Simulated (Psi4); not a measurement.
**Si2H3F (SMILES F[Si][SiH3]) at 3 levels**

Aim: a comparison of 3 runs (UHF/STO-3G, UDSD-PBEPBE-VV10/6-311+G**) of Si2H3F. 

The calculation is run with Psi4 1.11.

1 further run of the same task is left out (set aside as unsound or not needed).

## (1) The system as given

Si2H3F: 6 atoms, total charge 0, spin state triplet. As SMILES, `F[Si][SiH3]`. Geometry: relaxed at GFN2-xTB.

Bond lengths: F1–Si2 1.664 Å, Si2–Si3 2.271 Å, Si3–H4 1.471 Å, Si3–H5 1.463 Å, Si3–H6 1.471 Å. Angles: F1–Si2–Si3 109.4°, Si2–Si3–H4 116.3°, Si2–Si3–H5 100.6°, Si2–Si3–H6 116.1°, H4–Si3–H5 109.3°, H4–Si3–H6 104.9°, H5–Si3–H6 109.4°.

## (2) Energy and forces at UHF/STO-3G (run 1)

The input, job.inp:

```
memory 1600 mb

molecule {
  0 3
  F      0.305600    -2.264910     1.255600
  Si     1.182750    -1.160380     0.372400
  Si    -0.176850     0.540110    -0.272780
  H     -1.296890     0.179960    -1.156100
  H      0.771310     1.376770    -1.009080
  H     -0.785920     1.328460     0.809960
  units angstrom
  symmetry c1
}

set globals {
  basis         STO-3G
  reference     uhf
  puream        true
  e_convergence 1e-09
  d_convergence 1e-08
  scf_type      pk
  maxiter       200
}

e_tot, wfn = gradient('hf', return_wfn=True)
```

Command:

```sh
$ psi4 -n 1 job.inp job.out
```

job.out:

```text
[...]
  Running in c1 symmetry.
[...]
  Nuclear repulsion =  132.965292027693152
[...]
  Multiplicity = 3
[...]
  Nalpha       = 21
  Nbeta        = 19
[...]
    Number of basis functions: 26
[...]
   @UHF iter   1:  -670.85949276610631   -2.25925e+00   7.66044e-03 DIIS/ADIIS
[...]
   @UHF iter  15:  -670.91021033702680    2.27374e-13   4.19098e-09 DIIS
[...]
   @S^2 Observed:                2.004047280E+00
[...]
    Orbital Energies [Eh]
    ---------------------
    Alpha Occupied:
       1A    -67.950779     2A    -67.863483     3A    -25.794950
       4A     -5.939713     5A     -5.885668     6A     -3.967644
       7A     -3.963461     8A     -3.963178     9A     -3.921735
      10A     -3.910556    11A     -3.898935    12A     -1.398141
      13A     -0.707378    14A     -0.588026    15A     -0.447636
      16A     -0.440015    17A     -0.432338    18A     -0.418715
      19A     -0.370000    20A     -0.253167    21A     -0.170009
    Alpha Virtual:
      22A      0.432232    23A      0.473224    24A      0.547782
      25A      0.564984    26A      0.616760
[...]
  @UHF Final Energy:  -670.91021033702680
   => Energetics <=
    Nuclear Repulsion Energy =            132.9652920276931525
    One-Electron Energy =               -1204.0851981252110363
    Two-Electron Energy =                 400.2096957604911722
    Total Energy =                       -670.9102103370267969
  UHF NO Occupations:
  HONO-2 :   19  A 1.9984725
  HONO-1 :   20  A 1.0000000
[...]
 Multipole Moments:
 ------------------------------------------------------------------------------------
     Multipole            Electronic (a.u.)      Nuclear  (a.u.)        Total (a.u.)
 ------------------------------------------------------------------------------------
 L = 1.  Multiply by 2.5417464519 to convert [e a0] to [Debye]
 Dipole X            :          2.8593547           -2.2961328            0.5632220
 Dipole Y            :         -6.0803528            6.2376681            0.1573153
 Dipole Z            :          2.8303899           -3.0727639           -0.2423740
 Magnitude           :                                                    0.6330184
[...]
  -Total Gradient:
     Atom            X                  Y                   Z
    ------   -----------------  -----------------  -----------------
       1       -0.012379801454    -0.005000677048     0.006215635333
       2        0.027568653562     0.004090403178    -0.009558385933
       3       -0.000795480452    -0.014471802613     0.008552599319
       4       -0.021426054002    -0.002681278608    -0.012584021660
       5        0.021179833861     0.004481905384    -0.008172851666
       6       -0.014147151523     0.013581449705     0.015547024606
[...]
```

Wall time 1.7 s (1 thread of Intel Xeon at 2.60GHz (Ice Lake), shared host); peak memory 0.18 GiB.

## (3) The energy at UDSD-PBEPBE-VV10/6-311+G(d,p) (DKH2, density fitting, density fitting for correlation) (run 2)

The input, input.json:

```json
{
 "schema_name": "qcschema_input",
 "schema_version": 1,
 "molecule": {
  "schema_name": "qcschema_molecule",
  "schema_version": 2,
  "symbols": ["F", "Si", "Si", "H", "H", "H"],
  "geometry": [0.5775003, -4.2800596, 2.37274012, 2.23507357, -2.1928004, 0.70373401, -0.33419807, 1.02065998, -0.51547949, -2.45076691, 0.34007511, -2.18471237, 1.45756466, 2.60171824, -1.90688484, -1.48517356, 2.51042557, 1.53060257],
  "molecular_charge": 0,
  "molecular_multiplicity": 3,
  "fix_symmetry": "c1"
 },
 "driver": "energy",
 "model": {
  "method": "dsd-pbepbe-nl",
  "basis": "6-311+G**"
 },
 "keywords": {
  "reference": "uks",
  "relativistic": "dkh",
  "dkh_order": 2
 }
}
```

Command:

```sh
$ psi4 --qcschema input.json -n 1 --memory 1600MB
```

stdout:

```text
[...]
  Running in c1 symmetry.
[...]
  Nuclear repulsion =  132.965292049810330
[...]
  Multiplicity = 3
[...]
  Nalpha       = 21
  Nbeta        = 19
[...]
    Number of basis functions: 100
[...]
   @DF-UKS iter   1:  -680.67398993356448   -6.81958e-01   4.76308e-03 ADIIS/DIIS
[...]
   @DF-UKS iter   9:  -680.75194116434466   -1.19672e-07   6.86785e-07 DIIS
[...]
   @S^2 Observed:                2.007152282E+00
[...]
    Orbital Energies [Eh]
    ---------------------
    Alpha Occupied:
       1A    -67.879499     2A    -67.834065     3A    -25.648184
       4A     -5.869133     5A     -5.829472     6A     -4.050589
       7A     -4.048580     8A     -4.043113     9A     -4.009704
      10A     -4.006577    11A     -4.006208    12A     -1.421276
      13A     -0.718012    14A     -0.647480    15A     -0.571991
      16A     -0.569541    17A     -0.511150    18A     -0.452837
      19A     -0.450134    20A     -0.343831    21A     -0.264586
    Alpha Virtual:
      22A      0.025090    23A      0.040335    24A      0.044813
      25A      0.062857    26A      0.069782    27A      0.074484
[...]
  @DF-UKS Final Energy:  -680.75194116434466
   => Energetics <=
    Nuclear Repulsion Energy =            132.9652920498103299
    One-Electron Energy =               -1209.8166001413719641
    Two-Electron Energy =                 413.2946652604701399
    DFT Exchange-Correlation Energy =     -17.2812373582551970
    Empirical Dispersion Energy =           0.0000000000000000
    VV10 Nonlocal Energy =                  0.0859390250020478
    Total Energy =                       -680.7519411643446574
[...]
 Multipole Moments:
 ------------------------------------------------------------------------------------
     Multipole            Electronic (a.u.)      Nuclear  (a.u.)        Total (a.u.)
 ------------------------------------------------------------------------------------
 L = 1.  Multiply by 2.5417464519 to convert [e a0] to [Debye]
 Dipole X            :          2.6098705           -2.2961328            0.3137377
 Dipole Y            :         -5.6482716            6.2376681            0.5893965
 Dipole Z            :          2.6414358           -3.0727639           -0.4313281
 Magnitude           :                                                    0.7948984
[...]
```

The result, in JSON:

```text
{
 "driver": "energy",
 "model": {
  "method": "dsd-pbepbe-nl",
  "basis": "6-311+G**"
 },
 "success": true,
 "return_result": -681.0694450534852,
 "properties": {
  "calcinfo_nbasis": 100,
  "calcinfo_nmo": 100,
  "calcinfo_nalpha": 21,
  "calcinfo_nbeta": 19,
  "calcinfo_natom": 6,
  "nuclear_repulsion_energy": 132.96529204981033,
  "return_energy": -681.0694450534852,
  "scf_one_electron_energy": -1209.816600141372,
  "scf_two_electron_energy": 413.29466526047014,
  "scf_vv10_energy": 0.0859390250020478,
  "scf_xc_energy": -17.281237358255197,
  "scf_dipole_moment": [0.31373771852127064, 0.5893964576229758, -0.4313281310144199],
  "scf_total_energy": -680.7519411643447,
  "scf_iterations": 9
 }
}
```

Run time: 59 s. Hardware: 1 thread of Intel Xeon at 2.60GHz (Ice Lake), shared host; peak memory 0.54 GiB.

## (4) The energy at UDSD-PBEPBE-VV10/6-311+G(d,p) (density fitting, density fitting for correlation) (run 3)

The input, job.in:

```
memory 1.6 GB

molecule geom {
  0 3
  F      0.305600    -2.264910     1.255600
  Si     1.182750    -1.160380     0.372400
  Si    -0.176850     0.540110    -0.272780
  H     -1.296890     0.179960    -1.156100
  H      0.771310     1.376770    -1.009080
  H     -0.785920     1.328460     0.809960
  symmetry c1
}

set globals {
  basis     6-311+G**
  reference uks
}

result = energy("dsd-pbepbe-nl")
print_variables()
```

Command:

```sh
$ psi4 -n 1 job.in job.out
```

job.out:

```text
[...]
  Running in c1 symmetry.
[...]
  Nuclear repulsion =  132.965292027693152
[...]
  Multiplicity = 3
[...]
  Nalpha       = 21
  Nbeta        = 19
[...]
    Number of basis functions: 100
[...]
   @DF-UKS iter   1:  -679.50431703171409   -6.44558e-01   4.41901e-03 ADIIS/DIIS
[...]
   @DF-UKS iter   9:  -679.57924789846572   -1.18863e-07   6.86962e-07 DIIS
[...]
   @S^2 Observed:                2.007075186E+00
[...]
    Orbital Energies [Eh]
    ---------------------
    Alpha Occupied:
       1A    -67.758443     2A    -67.712239     3A    -25.629627
       4A     -5.845696     5A     -5.805364     6A     -4.053091
       7A     -4.051085     8A     -4.045632     9A     -4.011466
      10A     -4.008391    11A     -4.008023    12A     -1.418748
      13A     -0.716665    14A     -0.646973    15A     -0.572619
      16A     -0.570138    17A     -0.511036    18A     -0.452882
      19A     -0.450150    20A     -0.344093    21A     -0.265113
    Alpha Virtual:
      22A      0.024900    23A      0.040582    24A      0.044939
      25A      0.062851    26A      0.069832    27A      0.074501
[...]
  @DF-UKS Final Energy:  -679.57924789846572
   => Energetics <=
    Nuclear Repulsion Energy =            132.9652920276931525
    One-Electron Energy =               -1208.1136213042082090
    Two-Electron Energy =                 412.7024513436215329
    DFT Exchange-Correlation Energy =     -17.2192988897521566
    Empirical Dispersion Energy =           0.0000000000000000
    VV10 Nonlocal Energy =                  0.0859289241800198
    Total Energy =                       -679.5792478984657237
[...]
 Multipole Moments:
 ------------------------------------------------------------------------------------
     Multipole            Electronic (a.u.)      Nuclear  (a.u.)        Total (a.u.)
 ------------------------------------------------------------------------------------
 L = 1.  Multiply by 2.5417464519 to convert [e a0] to [Debye]
 Dipole X            :          2.6127348           -2.2961328            0.3166020
 Dipole Y            :         -5.6524029            6.2376681            0.5852652
 Dipole Z            :          2.6431130           -3.0727639           -0.4296509
 Magnitude           :                                                    0.7920682
[...]
```

Wall time 58 s (1 thread of Intel Xeon at 2.60GHz (Ice Lake), shared host); peak memory 0.54 GiB.

## (5) All runs side by side

```csv
run,level,task,integrals,energy (Eh),HOMO energy (eV),LUMO energy (eV),⟨S²⟩,wall time
1,UHF/STO-3G,gradient,pk,-670.910210,-4.63,4.74,2.004,1.7 s
2,"UDSD-PBEPBE-VV10/6-311+G** (DKH2, density fitting, density fitting for correlation)",energy,df,-681.069445,-7.20,-1.82,2.007,59 s
3,"UDSD-PBEPBE-VV10/6-311+G** (density fitting, density fitting for correlation)",energy,df,-679.895386,-7.21,-1.81,2.007,58 s
```

## (6) Summary of results

```
                                                       quantity          value
                                            run 3: total energy  -679.89539 Eh
run 3: HOMO energy (SCF part's orbitals) (highest over α and β)       -7.21 eV
 run 3: LUMO energy (SCF part's orbitals) (lowest over α and β)       -1.81 eV
                                                    run 3: ⟨S²⟩          2.007
```

Some runs of one species differ in core potentials or relativity; totals across that change don't compare. In run 1 the basis is minimal, so the values are rough. All runs together took 2 min, the longest 59 s.
